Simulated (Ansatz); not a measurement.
**AlFH4Si: molecular dynamics, part 1 of 2**

Purpose: to follow the molecule's vibrations and see whether its bonds hold. The start is relaxed first. Runs: 150 steps of 0.5 fs at constant energy, with velocities drawn for 300 K; 150 steps of 0.5 fs under a Nosé-Hoover thermostat at 200 K. SMILES of the start: F[SiH2][AlH2].

Method: RKS B3LYP-D4/def2-SVP, in Ansatz 0.2.0.

## Step 1: The structure to begin with

Bond lengths: F1–Si2 1.643 Å, Si2–Al3 2.331 Å, Si2–H4 1.466 Å, Si2–H5 1.480 Å, Al3–H6 1.615 Å, Al3–H7 1.646 Å. Angles: F1–Si2–Al3 108.2°, F1–Si2–H4 111.5°, F1–Si2–H5 111.7°, Al3–Si2–H4 107.4°, Al3–Si2–H5 109.6°, H4–Si2–H5 108.3°, Si2–Al3–H6 118.5°, Si2–Al3–H7 118.2°, H6–Al3–H7 112.0°.

Coordinates:

```xyz
7

F    -2.2066   -0.1141    0.2218
Si   -0.7884   -0.2559   -0.5954
Al    0.9574    0.0778    0.9126
H    -0.6262   -1.5973   -1.1632
H    -0.6889    0.7301   -1.6952
H     0.9298    1.3983    1.8420
H     2.4842   -0.3070    0.4317
```

## Step 2: Preparing the start

Contents of input.yaml:

```yaml
crystal:
  periodic: [false, false, false]
  atoms:
    - { symbol: F, position_ang: [-2.2066, -0.1141, 0.2218] }
    - { symbol: Si, position_ang: [-0.7884, -0.2559, -0.5954] }
    - { symbol: Al, position_ang: [0.9574, 0.0778, 0.9126] }
    - { symbol: H, position_ang: [-0.6262, -1.5973, -1.1632] }
    - { symbol: H, position_ang: [-0.6889, 0.7301, -1.6952] }
    - { symbol: H, position_ang: [0.9298, 1.3983, 1.842] }
    - { symbol: H, position_ang: [2.4842, -0.307, 0.4317] }
basis:
  gaussian: { orbitals: def2-SVP }
hamiltonian:
  xc: b3lyp
  dispersion: d4
relax:
  f_tol: 0.02
  max_steps: 40
```

Command:

```bash
$ ansatz run input.yaml --threads 1 --pin off --max-ram 2048MiB --backend cpu --events-out ev --progress --plain --runs-dir out
```

What it wrote (excerpt; [...] marks lines left out):

```text
Warning: RAYON_NUM_THREADS=1 ignored (pool sized by the plan → 1); use --threads N
[...]
Functional definition: B3LYP
[...]
700 factors; integrals over basis functions are off by at most 3.4e-4 eV
[...]
mean field -17251.21890877 eV, -633.9706016012 hartree, gradient 3.8e-5 eV, S^2 0.000000; 0 other end points of the search recorded, 0 dependent functions left out
[...]
reference -17251.21915987 eV, -633.9706108290 hartree; 20, 20 occupied and 50, 50 virtual orbitals, 700 factors
relax step   1: F+E_penalty+E_count = -17251.39976962 eV  Δ(F+E_penalty+E_count) = +0.000e0 eV  max|allowed force component| = 1.886e0 eV/Å  Δτ_max = 0.0000 Å  (22 SCF iters, accepted)
[...]
relax step   4: F+E_penalty+E_count = -17251.78413381 eV  Δ(F+E_penalty+E_count) = -1.053e-2 eV  max|allowed force component| = 1.041e-1 eV/Å  Δτ_max = 0.0874 Å  (23 SCF iters, accepted)
[...]
relax step   7: F+E_penalty+E_count = -17251.79164231 eV  Δ(F+E_penalty+E_count) = -2.922e-3 eV  max|allowed force component| = 2.637e-2 eV/Å  Δτ_max = 0.0579 Å  (23 SCF iters, accepted)
[...]
relax step  10: F+E_penalty+E_count = -17251.79334168 eV  Δ(F+E_penalty+E_count) = -4.106e-4 eV  max|allowed force component| = 4.480e-2 eV/Å  Δτ_max = 0.0382 Å  (22 SCF iters, accepted)
[...]
relax step  11: F+E_penalty+E_count = -17251.79365416 eV  Δ(F+E_penalty+E_count) = -3.125e-4 eV  max|allowed force component| = 2.171e-2 eV/Å  Δτ_max = 0.0448 Å  (21 SCF iters, accepted)
[...]
relax step  12: F+E_penalty+E_count = -17251.79373013 eV  Δ(F+E_penalty+E_count) = -7.597e-5 eV  max|allowed force component| = 1.345e-2 eV/Å  Δτ_max = 0.0307 Å  (21 SCF iters, accepted)
700 factors; integrals over basis functions are off by at most 3.1e-4 eV
mean field -17251.61771938 eV, -633.9852576206 hartree, gradient 4.6e-5 eV, S^2 0.000000; 1 other end points of the search recorded, 0 dependent functions left out
[...]
reference -17251.61797534 eV, -633.9852670272 hartree; 20, 20 occupied and 50, 50 virtual orbitals, 700 factors
Total energy: -17251.79398609 eV, -633.9917353029 hartree
Atom 0 at    -2.182033     0.164281     0.097302 Å, force     0.003621    -0.001099    -0.008547 eV/Å
Atom 1 at    -0.777088    -0.250743    -0.645220 Å, force    -0.003629     0.005330     0.005557 eV/Å
Atom 2 at     1.119035     0.300467     0.834197 Å, force     0.001186     0.001971    -0.011993 eV/Å
Atom 3 at    -0.855610    -1.710853    -0.972672 Å, force     0.001637     0.008799    -0.003290 eV/Å
Atom 4 at    -0.724183     0.479832    -1.953126 Å, force    -0.002862    -0.011553     0.013453 eV/Å
Atom 5 at     0.885892     0.960524     2.258100 Å, force    -0.000115    -0.003057    -0.000575 eV/Å
Atom 6 at     2.595286    -0.011608     0.335720 Å, force     0.000161    -0.000392     0.005395 eV/Å
Dipole moment:     0.305265    -0.043889    -0.053817 e Å
```

It took 54 s on 1 thread of AMD EPYC (Zen 3), shared host; peak memory 0.15 GiB.

Relaxation path:

| step | energy from step 1 (eV) | largest force component (eV/Å) |
| --- | --- | --- |
| 1 | 0.0000 | 1.8859 |
| 2 | -0.3296 | 0.4652 |
| 3 | -0.3738 | 0.1576 |
| 4 | -0.3844 | 0.1041 |
| 5 | -0.3887 | 0.0852 |
| 6 | -0.3890 | 0.2236 |
| 7 | -0.3919 | 0.0264 |
| 8 | -0.3928 | 0.0465 |
| 9 | -0.3932 | 0.0559 |
| 10 | -0.3936 | 0.0448 |
| 11 | -0.3939 | 0.0217 |
| 12 | -0.3940 | 0.0135 |

Step 1 is the start.

After: Bond lengths: F1–Si2 1.642 Å, Si2–Al3 2.467 Å, Si2–H4 1.498 Å, Si2–H5 1.499 Å, Al3–H6 1.587 Å, Al3–H7 1.589 Å. Angles: F1–Si2–Al3 109.3°, F1–Si2–H4 107.5°, F1–Si2–H5 107.5°, Al3–Si2–H4 112.9°, Al3–Si2–H5 112.8°, H4–Si2–H5 106.6°, Si2–Al3–H6 121.2°, Si2–Al3–H7 118.8°, H6–Al3–H7 120.0°.

## Step 3: Run 1

150 steps of 0.5 fs at constant energy, with velocities drawn for 300 K, from the relaxed start.

Contents of input.yaml:

```yaml
crystal:
  periodic: [false, false, false]
  atoms:
    - { symbol: F, position_ang: [-2.182033, 0.164281, 0.097302] }
    - { symbol: Si, position_ang: [-0.777088, -0.250743, -0.64522] }
    - { symbol: Al, position_ang: [1.119035, 0.300467, 0.834197] }
    - { symbol: H, position_ang: [-0.85561, -1.710853, -0.972672] }
    - { symbol: H, position_ang: [-0.724183, 0.479832, -1.953126] }
    - { symbol: H, position_ang: [0.885892, 0.960524, 2.2581] }
    - { symbol: H, position_ang: [2.595286, -0.011608, 0.33572] }
basis:
  gaussian: { orbitals: def2-SVP }
hamiltonian:
  xc: b3lyp
  dispersion: d4
md:
  timestep: 0.5
  n_steps: 150
  ensemble: nve
  temperature: 300.0
  initial_velocities: maxwell_boltzmann
  seed: 282265
```

Command:

```bash
$ ansatz run input.yaml --threads 1 --pin off --max-ram 2048MiB --backend cpu --events-out ev --progress --plain --runs-dir out
```

What it wrote (excerpt; [...] marks lines left out):

```text
Warning: RAYON_NUM_THREADS=1 ignored (pool sized by the plan → 1); use --threads N
[...]
Functional definition: B3LYP
[...]
700 factors; integrals over basis functions are off by at most 4.8e-4 eV
[...]
mean field -17251.61772092 eV, -633.9852576775 hartree, gradient 1.7e-5 eV, S^2 0.000000; 0 other end points of the search recorded, 0 dependent functions left out
[...]
reference -17251.61797677 eV, -633.9852670796 hartree; 20, 20 occupied and 50, 50 virtual orbitals, 700 factors
md step     0: t =     0.00 fs  T =   300.0 K  F+E_penalty+E_count = -17251.79373168 eV  E_kin = 0.193890 eV  conserved = -17251.59984168 eV  (22 SCF iters)
[...]
md step    19: t =     9.50 fs  T =   133.9 K  F+E_penalty+E_count = -17251.68623141 eV  E_kin = 0.086565 eV  conserved = -17251.59966684 eV  (21 SCF iters)
[...]
md step    38: t =    19.00 fs  T =   130.8 K  F+E_penalty+E_count = -17251.68403291 eV  E_kin = 0.084529 eV  conserved = -17251.59950379 eV  (21 SCF iters)
[...]
md step    57: t =    28.50 fs  T =    93.2 K  F+E_penalty+E_count = -17251.65979013 eV  E_kin = 0.060257 eV  conserved = -17251.59953287 eV  (21 SCF iters)
[...]
md step    74: t =    37.00 fs  T =   158.0 K  F+E_penalty+E_count = -17251.70170942 eV  E_kin = 0.102112 eV  conserved = -17251.59959739 eV  (21 SCF iters)
md step    75: t =    37.50 fs  T =   169.7 K  F+E_penalty+E_count = -17251.70929831 eV  E_kin = 0.109665 eV  conserved = -17251.59963315 eV  (20 SCF iters)
```

## Step 4: The output, continued: dynamics from the start

Output, continued (excerpt; [...] marks lines left out):

```text
md step    76: t =    38.00 fs  T =   179.9 K  F+E_penalty+E_count = -17251.71594287 eV  E_kin = 0.116278 eV  conserved = -17251.59966491 eV  (21 SCF iters)
[...]
md step    94: t =    47.00 fs  T =   211.6 K  F+E_penalty+E_count = -17251.73639056 eV  E_kin = 0.136766 eV  conserved = -17251.59962484 eV  (22 SCF iters)
[...]
md step   112: t =    56.00 fs  T =   108.6 K  F+E_penalty+E_count = -17251.66966998 eV  E_kin = 0.070167 eV  conserved = -17251.59950251 eV  (21 SCF iters)
[...]
md step   130: t =    65.00 fs  T =   118.5 K  F+E_penalty+E_count = -17251.67600149 eV  E_kin = 0.076576 eV  conserved = -17251.59942591 eV  (21 SCF iters)
[...]
md step   148: t =    74.00 fs  T =    80.9 K  F+E_penalty+E_count = -17251.65169859 eV  E_kin = 0.052317 eV  conserved = -17251.59938196 eV  (21 SCF iters)
[...]
md step   149: t =    74.50 fs  T =    82.7 K  F+E_penalty+E_count = -17251.65285191 eV  E_kin = 0.053425 eV  conserved = -17251.59942730 eV  (20 SCF iters)
[...]
md step   150: t =    75.00 fs  T =    88.2 K  F+E_penalty+E_count = -17251.65646554 eV  E_kin = 0.056973 eV  conserved = -17251.59949258 eV  (23 SCF iters)
Total energy: -17251.65672183 eV, -633.9866909344 hartree
Atom 0 at    -2.148527     0.160912     0.123040 Å, force    -0.421120     0.372609     0.178418 eV/Å
Atom 1 at    -0.798667    -0.268009    -0.677982 Å, force     0.564535    -0.417061     0.888504 eV/Å
Atom 2 at     1.119854     0.302944     0.846340 Å, force     0.233094     0.012530     0.177736 eV/Å
Atom 3 at    -1.115212    -1.651253    -1.130932 Å, force     0.310896    -0.068907    -0.177515 eV/Å
Atom 4 at    -0.558487     0.626369    -1.806282 Å, force    -0.165703     0.340463    -0.738202 eV/Å
Atom 5 at     0.829764     1.207987     2.154149 Å, force    -0.041392    -0.209418    -0.281650 eV/Å
Atom 6 at     2.693124     0.013054     0.553788 Å, force    -0.480309    -0.030217    -0.047289 eV/Å
Dipole moment:     0.232603    -0.131346    -0.136765 e Å
```

Wall time 10 min (1 thread of AMD EPYC (Zen 3), shared host); peak memory 0.14 GiB.

## Step 5: What the atoms did

One step in 8; energies are changes from step 0:

| time (fs) | T (K) | potential energy change (meV/atom) | total energy change (meV/atom) |
| --- | --- | --- | --- |
| 0.0 | 300 | 0.0 | 0.00 |
| 4.0 | 187 | 10.4 | 0.06 |
| 8.0 | 166 | 12.4 | 0.02 |
| 12.0 | 74 | 21.0 | 0.07 |
| 16.0 | 147 | 14.2 | 0.02 |
| 20.0 | 129 | 15.9 | 0.05 |
| 24.0 | 156 | 13.4 | 0.02 |
| 28.0 | 93 | 19.2 | 0.05 |
| 32.0 | 97 | 18.8 | 0.04 |
| 36.0 | 134 | 15.4 | 0.04 |
| 40.0 | 197 | 9.6 | 0.03 |
| 44.0 | 231 | 6.4 | 0.02 |
| 48.0 | 184 | 10.8 | 0.05 |
| 52.0 | 163 | 12.6 | 0.03 |
| 56.0 | 109 | 17.7 | 0.05 |
| 60.0 | 136 | 15.2 | 0.02 |
| 64.0 | 129 | 15.8 | 0.05 |
| 68.0 | 160 | 12.9 | 0.03 |
| 72.0 | 121 | 16.5 | 0.04 |
| 75.0 | 88 | 19.6 | 0.05 |

time (fs), T (K) and a bar:
```
      0.0        300 ##############################
      3.5        201 ################
      6.5        169 ############
     10.0        118 #####
     13.0         82 
     16.5        149 #########
     19.5        129 ######
     23.0        157 ##########
     26.0        118 #####
     29.5         98 ##
     32.5         96 ##
     36.0        134 #######
     39.0        193 ###############
     42.5        205 #################
     45.5        240 ######################
     49.0        162 ###########
     52.0        163 ###########
     55.5        123 ######
     58.5         96 ##
     62.0        158 ##########
     65.0        118 #####
     68.5        170 ############
     71.5        138 ########
     75.0         88 #
```

(Continued in part 2 of 2.)
